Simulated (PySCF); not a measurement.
Difluorophosphine, F2HP.
SMILES: `FPF`

The calculation used EOM-IP-CCSD/aug-cc-pVDZ in PySCF, restricted Hartree–Fock reference, frozen core, non-relativistic, gas phase, PBE0-D3(BJ)/def2-SVP geometry.

Hartree–Fock orbital energies give these Koopmans values (eV): HOMO 11.42, HOMO-1 16.46, HOMO-2 17.80, HOMO-3 18.55, HOMO-4 19.59, HOMO-5 19.99, HOMO-6 20.28.

Question: What vertical ionisation energies does EOM-IP-CCSD give?

Answer: 
| leading hole (HF orbital) | Koopmans (eV) | EOM-IP-CCSD (eV) | change (eV) | one-hole share |
| --- | --- | --- | --- | --- |
| HOMO | 11.42 | 10.97 | -0.45 | 0.96 |
| HOMO-1 | 16.46 | 14.95 | -1.51 | 0.94 |
| HOMO-2 | 17.80 | 15.34 | -2.46 | 0.94 |
| HOMO-3 | 18.55 | 15.90 | -2.65 | 0.94 |
| HOMO-4 | 19.59 | 17.09 | -2.50 | 0.94 |
| HOMO-5 | 19.99 | 17.82 | -2.17 | 0.93 |
| HOMO-6 | 20.28 | 18.15 | -2.13 | 0.93 |

Question: Does the order of the lines follow the orbital energies?

Answer: Yes, no two lines change places. The corrections run from -2.65 to -0.45 eV, with a mean of -1.98 eV over the 7 lines; no line lies above its Koopmans value. Koopmans values leave out both the relaxation of the orbitals and the change in correlation energy.

Question: At what kinetic energies would He I light (21.22 eV) eject these electrons?

Answer: 10.25 eV (HOMO), 6.27 eV (HOMO-1), 5.88 eV (HOMO-2), 5.32 eV (HOMO-3), 4.13 eV (HOMO-4), 3.40 eV (HOMO-5), 3.07 eV (HOMO-6).

Question: What total energy has the lowest final state, and which wavelength reaches it?

Answer: E(CCSD) + ionisation energy = -540.81334 + 0.40296 = -540.41038 Eh, at the geometry of the initial state. The threshold wavelength is 1239.84 eV nm/10.97 eV = 113.0 nm.

One root was sought for each valence orbital with −ε under 21 eV, eight at most, so deeper holes and satellites are missing; no vibrational structure.
